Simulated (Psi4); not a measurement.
Psi4 input (wB97X-D/6-31G*):

```
memory 1500 MB

molecule {
0 2
O     0.05230881   -0.67057054    0.10712734
C    -0.06030901    0.67760296   -0.04419087
C     1.37272476   -1.17986554    0.01616680
C    -1.44671800    1.19660655   -0.00721166
H     0.71276390    1.16106688   -0.63684807
H     1.30577715   -2.26075463    0.11899958
H     1.81883767   -0.93384930   -0.95344006
H     2.00154543   -0.77313859    0.81351599
H    -2.04587074    0.85259076   -0.86374707
H    -1.96391863    0.86558883    0.89724905
H    -1.44179168    2.28699647   -0.02133387
symmetry c1
no_reorient
no_com
}

set {
  basis 6-31G*
  reference uks
  scf_type pk
  dft_radial_points 99
  dft_spherical_points 590
  e_convergence 1e-8
  d_convergence 1e-7
  maxiter 150
}

e = energy('wb97x-d')
print_out(f'\nFINAL {e:.10f} DIPOLE {variable("CURRENT DIPOLE")[0]:.6f} {variable("CURRENT DIPOLE")[1]:.6f} {variable("CURRENT DIPOLE")[2]:.6f}\n')
```

Output:

```
   => Loading Basis Set <=

    Name: 6-31G*
    Role: ORBITAL
    Keyword: BASIS
    atoms 1    entry O          line   145 file 6-31gs.gbs
    atoms 2-4  entry C          line   111 file 6-31gs.gbs
    atoms 5-11 entry H          line    44 file 6-31gs.gbs

   => WB97X-D: Empirical Dispersion <=

    Chai and Head-Gordon Dispersion Correction
    Chai, J.-D.; Head-Gordon, M. (2010), J. Chem. Phys., 132: 6615-6620

        s6 =       1.000000

         ---------------------------------------------------------
                                   SCF
               by Justin Turney, Rob Parrish, Andy Simmonett
                          and Daniel G. A. Smith
                              UKS Reference
         ---------------------------------------------------------

  ==> Geometry <==

    Molecular point group: c1
    Full point group: C1

    Geometry (in Angstrom), charge = 0, multiplicity = 2:

       Center              X                  Y                   Z               Mass
    ------------   -----------------  -----------------  -----------------  -----------------
         O            0.052308810000    -0.670570540000     0.107127340000    15.994914619570
         C           -0.060309010000     0.677602960000    -0.044190870000    12.000000000000
         C            1.372724760000    -1.179865540000     0.016166800000    12.000000000000
         C           -1.446718000000     1.196606550000    -0.007211660000    12.000000000000
         H            0.712763900000     1.161066880000    -0.636848070000     1.007825032230
         H            1.305777150000    -2.260754630000     0.118999580000     1.007825032230
         H            1.818837670000    -0.933849300000    -0.953440060000     1.007825032230
         H            2.001545430000    -0.773138590000     0.813515990000     1.007825032230
         H           -2.045870740000     0.852590760000    -0.863747070000     1.007825032230
         H           -1.963918630000     0.865588830000     0.897249050000     1.007825032230
         H           -1.441791680000     2.286996470000    -0.021333870000     1.007825032230

  Running in c1 symmetry.

  Rotational constants: A =      1.14924  B =      0.13887  C =      0.13026 [cm^-1]
  Rotational constants: A =  34453.27457  B =   4163.10905  C =   3905.14452 [MHz]
  Nuclear repulsion =  125.289637911313193

  Charge       = 0
  Multiplicity = 2
  Electrons    = 33
  Nalpha       = 17
  Nbeta        = 16

  ==> Algorithm <==

  SCF Algorithm Type is PK.
  DIIS enabled.
  MOM disabled.
  Fractional occupation disabled.
  Guess Type is SAD.
  Energy threshold   = 1.00e-08
  Density threshold  = 1.00e-07
  Integral threshold = 1.00e-12

  ==> Primary Basis <==

  Basis Set: 6-31G*
    Blend: 6-31G*
    Number of shells: 38
    Number of basis functions: 74
    Number of Cartesian functions: 74
    Spherical Harmonics?: false
    Max angular momentum: 2

  ==> DFT Potential <==

   => LibXC <=

    Version 7.1.2
    S. Lehtola, C. Steigemann, M. J. T. Oliveira, and M. A. L. Marques,  SoftwareX 7, 1–5 (2018) (10.1016/j.softx.2017.11.002)

   => Composite Functional: WB97X-D <=

    wB97X-D Hyb-GGA Exchange-Correlation Functional

    J.-D. Chai and M. Head-Gordon,  Phys. Chem. Chem. Phys. 10, 6615–6620 (2008) (10.1039/B810189B)

    Deriv               =              1
    GGA                 =           TRUE
    Meta                =          FALSE

    Exchange Hybrid     =           TRUE
    MP2 Hybrid          =          FALSE

   => Exchange-Correlation Functionals <=

    1.0000   wB97X-D range-separated functional

   => Exact (HF) Exchange <=

    0.7780            HF,LR [omega = 0.2000]
    0.2220               HF

   => LibXC Density Thresholds  <==

    XC_HYB_GGA_XC_WB97X_D:  1.00E-14

   => Molecular Quadrature <=

    Radial Scheme          =       TREUTLER
    Pruning Scheme         =           NONE
    Nuclear Scheme         =       TREUTLER

    Blocking Scheme        =         OCTREE
    BS radius alpha        =              1
    Pruning alpha          =              1
    Radial Points          =             99
    Spherical Points       =            590
    Total Points           =         603800
    Total Blocks           =           4335
    Max Points             =            256
    Max Functions          =             73
    Weights Tolerance      =       1.00E-15

  ==> Integral Setup <==

  Using in-core PK algorithm.
   Calculation information:
      Number of atoms:                  11
      Number of AO shells:              38
      Number of primitives:             88
      Number of atomic orbitals:        74
      Number of basis functions:        74

      Integral cutoff                 1.00e-12
      Number of threads:                 1

  Performing in-core PK
  Using 11555100 doubles for integral storage.
  We computed 258151 shell quartets total.
  Whereas there are 274911 unique shell quartets.

  Computing range-separated integrals for PK
  We computed 258151 wK shell quartets total.
  Whereas there are 274911 wK unique shell quartets.

  ==> DiskJK: Disk-Based J/K Matrices <==

    J tasked:                  Yes
    K tasked:                  Yes
    wK tasked:                 Yes
    Omega:               2.000E-01
    Schwarz Cutoff:          1E-12


  Cached 50.0% of DFT collocation blocks in 0.533 [GiB].

  Minimum eigenvalue in the overlap matrix is 5.7866277891E-03.
  Reciprocal condition number of the overlap matrix is 8.7979911621E-04.
    Using symmetric orthogonalization.

  ==> Pre-Iterations <==

  SCF Guess: Superposition of Atomic Densities via on-the-fly atomic UHF (no occupation information).

   -------------------------
    Irrep   Nso     Nmo
   -------------------------
     A         74      74
   -------------------------
    Total      74      74
   -------------------------

  ==> Iterations <==

                        Total Energy        Delta E     RMS |[F,P]|

   @UKS iter SAD:  -192.84017744192832   -1.92840e+02   0.00000e+00
   @UKS iter   1:  -193.48742704222207   -6.47250e-01   6.79390e-03 DIIS/ADIIS
   @UKS iter   2:  -193.55602747391052   -6.86004e-02   5.09595e-03 DIIS/ADIIS
   @UKS iter   3:  -193.61684677729266   -6.08193e-02   9.04016e-04 DIIS/ADIIS
   @UKS iter   4:  -193.61837721588859   -1.53044e-03   3.15101e-04 DIIS/ADIIS
   @UKS iter   5:  -193.61868971443923   -3.12499e-04   6.72369e-05 DIIS
   @UKS iter   6:  -193.61871641663689   -2.67022e-05   2.59816e-05 DIIS
   @UKS iter   7:  -193.61872135152856   -4.93489e-06   1.26747e-05 DIIS
   @UKS iter   8:  -193.61872257349111   -1.22196e-06   2.96682e-06 DIIS
   @UKS iter   9:  -193.61872266048283   -8.69917e-08   1.12964e-06 DIIS
   @UKS iter  10:  -193.61872266826552   -7.78269e-09   4.14665e-07 DIIS
   @UKS iter  11:  -193.61872266934350   -1.07798e-09   1.04737e-07 DIIS
   @UKS iter  12:  -193.61872266943752   -9.40190e-11   2.77003e-08 DIIS
  Energy and wave function converged.

  ==> Post-Iterations <==

   Electrons on quadrature grid:
      Nalpha   =   16.9999995614 ; deviation = -4.386e-07
      Nbeta    =   15.9999995610 ; deviation = -4.390e-07
      Ntotal   =   32.9999991224 ; deviation = -8.776e-07

   @Spin Contamination Metric:   3.529240779E-03
   @S^2 Expected:                7.500000000E-01
   @S^2 Observed:                7.535292408E-01
   @S   Expected:                5.000000000E-01
   @S   Observed:                5.000000000E-01

    Orbital Energies [Eh]
    ---------------------

    Alpha Occupied:

       1A    -19.291411     2A    -10.340850     3A    -10.328163
       4A    -10.282549     5A     -1.154669     6A     -0.857175
       7A     -0.780805     8A     -0.682809     9A     -0.584661
      10A     -0.552805    11A     -0.546843    12A     -0.493954
      13A     -0.465257    14A     -0.458183    15A     -0.415137
      16A     -0.398704    17A     -0.229729

    Alpha Virtual:

      18A      0.186543    19A      0.212299    20A      0.226015
      21A      0.239085    22A      0.247037    23A      0.256686
      24A      0.278054    25A      0.278949    26A      0.349060
      27A      0.375441    28A      0.601786    29A      0.611358
      30A      0.629666    31A      0.659104    32A      0.671310
      33A      0.696276    34A      0.712983    35A      0.773053
      36A      0.861574    37A      0.879220    38A      0.948294
      39A      0.951229    40A      0.971698    41A      0.998496
      42A      1.021892    43A      1.052872    44A      1.058553
      45A      1.079275    46A      1.150440    47A      1.274689
      48A      1.307454    49A      1.437248    50A      1.520488
      51A      1.527435    52A      1.588864    53A      1.738726
      54A      1.786463    55A      1.898431    56A      1.994292
      57A      2.062530    58A      2.156973    59A      2.187800
      60A      2.210142    61A      2.261971    62A      2.296220
      63A      2.321322    64A      2.410798    65A      2.504592
      66A      2.558127    67A      2.596541    68A      2.764378
      69A      2.956641    70A      3.040248    71A      3.998932
      72A      4.214666    73A      4.343469    74A      4.470405

    Beta Occupied:

       1A    -19.287531     2A    -10.340953     3A    -10.317356
       4A    -10.283189     5A     -1.143385     6A     -0.844800
       7A     -0.778815     8A     -0.664141     9A     -0.577029
      10A     -0.541905    11A     -0.537287    12A     -0.481180
      13A     -0.463358    14A     -0.452229    15A     -0.404200
      16A     -0.376182

    Beta Virtual:

      17A      0.067266    18A      0.189467    19A      0.213040
      20A      0.228031    21A      0.247469    22A      0.248971
      23A      0.259572    24A      0.282485    25A      0.287176
      26A      0.358150    27A      0.390576    28A      0.603350
      29A      0.620827    30A      0.641293    31A      0.666822
      32A      0.683367    33A      0.705605    34A      0.723737
      35A      0.787692    36A      0.866098    37A      0.889052
      38A      0.950796    39A      0.952986    40A      0.975707
      41A      1.004709    42A      1.025049    43A      1.056764
      44A      1.063010    45A      1.082384    46A      1.163419
      47A      1.279461    48A      1.314295    49A      1.439513
      50A      1.539133    51A      1.545269    52A      1.597752
      53A      1.751140    54A      1.788005    55A      1.906210
      56A      2.012151    57A      2.086220    58A      2.165149
      59A      2.196351    60A      2.221702    61A      2.286441
      62A      2.304242    63A      2.329087    64A      2.413215
      65A      2.520535    66A      2.566456    67A      2.622190
      68A      2.781268    69A      2.967038    70A      3.047228
      71A      4.005556    72A      4.239027    73A      4.343631
      74A      4.488205

    Final Occupation by Irrep:
              A
    DOCC [    16 ]
    SOCC [     1 ]
    NA   [    17 ]
    NB   [    16 ]

  @UKS Final Energy:  -193.61872266943752

   => Energetics <=

    Nuclear Repulsion Energy =            125.2896379113131928
    One-Electron Energy =                -509.7446100438133954
    Two-Electron Energy =                 209.6237294214819258
    DFT Exchange-Correlation Energy =     -18.7844318991211416
    Empirical Dispersion Energy =          -0.0030480592981191
    VV10 Nonlocal Energy =                  0.0000000000000000
    Total Energy =                       -193.6187226694375170

  UHF NO Occupations:
  HONO-2 :   15  A 1.9996410
  HONO-1 :   16  A 1.9990968
  HONO-0 :   17  A 1.0000000
  LUNO+0 :   18  A 0.0009032
  LUNO+1 :   19  A 0.0003590
  LUNO+2 :   20  A 0.0002283
  LUNO+3 :   21  A 0.0001354

Computation Completed

Properties will be evaluated at   0.000000,   0.000000,   0.000000 [a0]

Properties computed using the SCF density matrix

 Multipole Moments:

 ------------------------------------------------------------------------------------
     Multipole            Electronic (a.u.)      Nuclear  (a.u.)        Total (a.u.)
 ------------------------------------------------------------------------------------

 L = 1.  Multiply by 2.5417464519 to convert [e a0] to [Debye]
 Dipole X            :          0.4293771            0.0000002            0.4293773
 Dipole Y            :          0.0264751           -0.0000002            0.0264750
 Dipole Z            :         -0.1843936           -0.0000002           -0.1843938
 Magnitude           :                                                    0.4680458

 ------------------------------------------------------------------------------------

FINAL -193.6187226694 DIPOLE 0.429377 0.026475 -0.184394

*** Psi4 exiting successfully. Buy a developer a beer!
```
